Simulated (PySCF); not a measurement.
A side-by-side comparison of computed properties.

First species: C6H12O2.
InChI=1S/C6H12O2/c1-3-4-5-6(7)8-2/h3-5H2,1-2H3

Second species: 1,1-difluoroethene, C2H2F2.
Bonds: C1–C2 (double), C2–F3, C2–F4. Hydrogens: H5, H6 on C1.

Levels: PBE0/pcSseg-1 for dipole moment, HOMO energy, LUMO energy and HOMO–LUMO gap; GFN2-xTB for rotational constant A and rotational constant C. Geometries: GFN2-xTB. Each species is one conformer at its optimised geometry, gas phase, non-relativistic unless stated. Electronic properties by PySCF.

The conformers computed, where there is a choice (atom-mapped SMILES and torsion angles):
- `[CH3:1][CH2:2][CH2:3][CH2:4][C:5](=[O:6])[O:7][CH3:8]`: C1–C2–C3–C4 175°, C2–C3–C4–C5 70°, C3–C4–C5–O6 26°, C4–C5–O7–C8 -178°

```json
{"property": "dipole moment", "column X": "1.29 D", "column Y": "1.66 D"}
{"property": "HOMO energy", "column X": "-7.88 eV", "column Y": "-7.96 eV"}
{"property": "LUMO energy", "column X": "0.52 eV", "column Y": "0.43 eV"}
{"property": "HOMO–LUMO gap", "column X": "8.40 eV", "column Y": "8.39 eV"}
{"property": "rotational constant A", "column X": "10.950 GHz", "column Y": "4.847 GHz"}
{"property": "rotational constant C", "column X": "5.339 GHz", "column Y": "0.871 GHz"}
```

Question: Which column belongs to which species?

Answer: Column X is the second species and column Y the first. The first has 20 atoms and 64 electrons, the second 6 and 32.

Question: How does each property change from the first species to the second?

Answer: dipole moment -0.37 D; HOMO energy +0.08 eV; LUMO energy +0.09 eV; HOMO–LUMO gap +0.01 eV; rotational constant A +6.103 GHz; rotational constant C +4.468 GHz.

On the first: The dipole equals about 5.5 × 10⁻³⁰ C·m (1 D = 3.33564 × 10⁻³⁰ C·m).

On the second: The dipole equals about 4.3 × 10⁻³⁰ C·m (1 D = 3.33564 × 10⁻³⁰ C·m). Point group C2v permits a dipole; with 1.29 D the species has a pure rotational spectrum.
